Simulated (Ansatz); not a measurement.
# MgN₂H₄ (SMILES [NH2][Mg][NH2]): one structure at several levels

How do the functionals fare away from a minimum? The structure is a structure displaced at random from a GFN2-xTB minimum.

Method: single points in def2-TZVPP; program: Ansatz 0.2.0, Gaussian basis.

Correlated methods freeze the cores. The outer core shell of Li, Na, Mg and K is correlated.

**1. Starting geometry**

SMILES `[NH2][Mg][NH2]`, 7 atoms, charge 0, spin multiplicity 1.

Atoms are counted from 1 here; the program's logs count them from 0.

Bond lengths: N1–Mg2 1.798 Å, N1–H4 1.040 Å, N1–H5 1.198 Å, Mg2–N3 1.762 Å, N3–H6 1.160 Å, N3–H7 0.979 Å. Angles: Mg2–N1–H4 131.7°, Mg2–N1–H5 122.4°, H4–N1–H5 102.5°, N1–Mg2–N3 122.5°, Mg2–N3–H6 122.8°, Mg2–N3–H7 127.3°, H6–N3–H7 98.6°.

Coordinates:

```csv
atom,x (Å),y (Å),z (Å)
N1,-1.15820,-0.11820,-0.96120
Mg2,0.55440,0.37300,-0.71590
N3,1.41140,0.09770,0.79850
H4,-1.62420,-1.04730,-0.91770
H5,-2.07250,0.63810,-0.79560
H6,1.44550,-0.93670,1.32230
H7,1.40580,0.66590,1.59570
```

**2. CCSD(T)/def2-TZVPP**

Contents of run/in.yaml:

```yaml
crystal:
  periodic: [false, false, false]
  atoms:
    - {symbol: N, position_ang: [-1.158200, -0.118200, -0.961200]}
    - {symbol: Mg, position_ang: [0.554400, 0.373000, -0.715900]}
    - {symbol: N, position_ang: [1.411400, 0.097700, 0.798500]}
    - {symbol: H, position_ang: [-1.624200, -1.047300, -0.917700]}
    - {symbol: H, position_ang: [-2.072500, 0.638100, -0.795600]}
    - {symbol: H, position_ang: [1.445500, -0.936700, 1.322300]}
    - {symbol: H, position_ang: [1.405800, 0.665900, 1.595700]}
basis:
  gaussian: {orbitals: def2-TZVPP}
correlation: {method: ccsd_t}
output: {forces: true}
```

No record of the launch command was kept for these runs.

**3. PBE0-D4/def2-TZVPP**

Edit run/in.yaml of step 2 so:

```diff
@@ -12,3 +12,3 @@
   gaussian: {orbitals: def2-TZVPP}
-correlation: {method: ccsd_t}
-output: {forces: true}
+hamiltonian: {xc: pbe0, dispersion: d4}
+output: {forces: true, orbitals: {seedname: orbitals}}
```

**4. wB97M-V/def2-TZVPP**

Edit run/in.yaml of step 3 so:

```diff
@@ -12,3 +12,3 @@
   gaussian: {orbitals: def2-TZVPP}
-hamiltonian: {xc: pbe0, dispersion: d4}
-output: {forces: true, orbitals: {seedname: orbitals}}
+hamiltonian: {xc: {name: wB97M-V}}
+output: {forces: true}
```

**5. r2SCAN-D4/def2-TZVPP**

Edit run/in.yaml of step 4 so:

```diff
@@ -12,3 +12,3 @@
   gaussian: {orbitals: def2-TZVPP}
-hamiltonian: {xc: {name: wB97M-V}}
+hamiltonian: {xc: r2scan, dispersion: d4}
 output: {forces: true}
```

**6. PBE-D4/def2-TZVPP**

Edit run/in.yaml of step 5 so:

```diff
@@ -12,3 +12,3 @@
   gaussian: {orbitals: def2-TZVPP}
-hamiltonian: {xc: r2scan, dispersion: d4}
+hamiltonian: {xc: pbe, dispersion: d4}
 output: {forces: true}
```

**7. HSE06-D4/def2-TZVPP**

Edit run/in.yaml of step 6 so:

```diff
@@ -12,3 +12,3 @@
   gaussian: {orbitals: def2-TZVPP}
-hamiltonian: {xc: pbe, dispersion: d4}
+hamiltonian: {xc: hse06, dispersion: d4}
 output: {forces: true}
```

**8. r2SCANh-D4/def2-TZVPP**

Edit run/in.yaml of step 7 so:

```diff
@@ -12,3 +12,3 @@
   gaussian: {orbitals: def2-TZVPP}
-hamiltonian: {xc: hse06, dispersion: d4}
+hamiltonian: {xc: {name: r2SCANh}, dispersion: d4}
 output: {forces: true}
```

(Steps that only read results are left out.)

What does the calculation give? Wanted: energy less free atoms, CCSD(T)/def2-TZVPP; RMS force component; RMS force error; HOMO and LUMO, PBE0-D4; T1 diagnostic.

The runs gave:

| quantity | value |
| --- | --- |
| energy less free atoms, CCSD(T)/def2-TZVPP | -18.722 eV |
| RMS force component | 2.310 to 2.444 eV/Å over the methods |
| RMS force error | PBE0-D4 0.064, wB97M-V 0.066, r2SCAN-D4 0.017, PBE-D4 0.160, HSE06-D4 0.061, r2SCANh-D4 0.056 eV/Å |
| HOMO and LUMO, PBE0-D4 | -5.40 and -1.56 eV |
| T1 diagnostic | 0.010 |

What this shows: Against CCSD(T) the functionals' energies less atoms differ by -1.339 to -0.529 eV, PBE-D4 by -1.339 eV. The reference is not at the basis limit: in triple zeta CCSD(T) underbinds, which counts against methods that bind more; the gaps are no ranking. The forces of r2SCAN-D4 come nearest to CCSD(T), those of PBE-D4 are farthest. Frozen-core CCSD(T) forces in triple zeta carry basis errors of their own, and this is one geometry, so small gaps rank nothing.
